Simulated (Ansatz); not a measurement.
# NaCl− (doublet): energies up the ladder

Aim: energies up the ladder, for NaCl− (doublet), with the cost of each level. Charge -1. Spin multiplicity 2.

Method: the levels named in each step, in Ansatz 0.2.0.

## 1. The system as given

Bond lengths: Na1–Cl2 2.245 Å.

Coordinates:

```xyz
2

Na    0.0000    0.0000    0.0000
Cl    0.0000    0.0000    2.2448
```

## 2. A rough first relaxation, PBE-D4/def2-SVPD

input.yaml

```yaml
crystal:
  periodic: [false, false, false]
  atoms:
    - { symbol: Na, position_ang: [0.0, 0.0, 0.0] }
    - { symbol: Cl, position_ang: [0.0, 0.0, 2.24482] }
magnetization:
  spin_polarized: true
  initial_magnetization: 1
total_charge: -1
basis:
  gaussian: { orbitals: def2-SVPD }
hamiltonian:
  xc: pbe
  dispersion: d4
relax:
  f_tol: 0.03
  max_steps: 200
```

On the command line:

```bash
$ ansatz run input.yaml --threads 2 --pin off --max-ram 5120MiB --backend cpu --events-out ev --progress --plain --runs-dir out
```

After this run come: Relaxation, PBE0-D4/def2-TZVPPD; Frequencies, PBE0-D4/def2-TZVPPD; Single point, PBE-D4/def2-TZVPPD; Single point, r2SCAN-D4/def2-TZVPPD; Single point, B3LYP-D4/def2-TZVPPD; Single point, wB97M-V/def2-TZVPPD; Single point, B2PLYP/def2-TZVPPD; Single point, LDA/def2-TZVPPD; Single point, PBE0-D4/def2-SVPD; Single point, PBE-D4/def2-SVPD; Single point, CCSD(T)/def2-TZVPPD; Single point, CCSD(T)/def2-QZVPPD.

Before running it: what results should come out? Wanted: Na1–Cl2 at PBE0-D4/def2-TZVPPD; frequencies at PBE0-D4/def2-TZVPPD; energy at CCSD(T)/CBS.

As calculated:

| quantity | value |
| --- | --- |
| Na1–Cl2 at PBE0-D4/def2-TZVPPD | 2.505 Å |
| frequencies at PBE0-D4/def2-TZVPPD | 264 cm⁻¹ |
| energy at CCSD(T)/CBS | -16924.712 eV |

In words: No mode is imaginary, so the geometry is a minimum. These totals serve in differences with atoms or fragments at the same level; alone they don't rank the methods.
